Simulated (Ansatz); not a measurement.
# AlCl2H2: the cost of one run

All numbers below are computed with Ansatz 0.2.0 (UKS B3LYP-D4/def2-SVP).

**1. The system as given**

Bond lengths: Al1–H2 1.810 Å, Al1–Cl3 2.230 Å, Al1–Cl4 2.230 Å. Angles: H2–Al1–Cl3 120.0°, H2–Al1–Cl4 120.0°, Cl3–Al1–Cl4 120.0°.

As a file:

```xyz
5

Al    0.0000    0.0000    0.0000
H     0.0000    0.0000    1.8100
Cl    1.9312    0.0000   -1.1150
Cl   -1.9312    0.0000   -1.1150
H     0.0000    0.0000    2.7700
```

**2. Pulling towards end A**

Springs on the bonds that form and break draw the guess towards this end; the thresholds are loose.

The input, input.yaml:

```yaml
crystal:
  periodic: [false, false, false]
  atoms:
    - { symbol: Al, position_ang: [0.0, 0.0, 0.0] }
    - { symbol: H, position_ang: [0.0, 0.0, 1.81] }
    - { symbol: Cl, position_ang: [1.9312, 0.0, -1.115] }
    - { symbol: Cl, position_ang: [-1.9312, 0.0, -1.115] }
    - { symbol: H, position_ang: [0.0, 0.0, 2.77] }
magnetization:
  spin_polarized: true
  initial_magnetization: 1
basis:
  gaussian: { orbitals: def2-SVP }
hamiltonian:
  xc: b3lyp
  dispersion: d4
relax:
  f_tol: 0.15
  max_steps: 25
  restrain:
    - { distance: [1, 4], at: 1.86, k: 30.0 }
    - { distance: [0, 1], at: 1.56, k: 30.0 }
```

The run is started by

```
> ansatz run input.yaml --threads 1 --pin off --max-ram 2048MiB --backend cpu --events-out ev --progress --plain --runs-dir out
```

What time and memory should one allow on 1 thread of Arm Neoverse V1, shared host?

About 21 s, with a peak of 0.16 GiB.
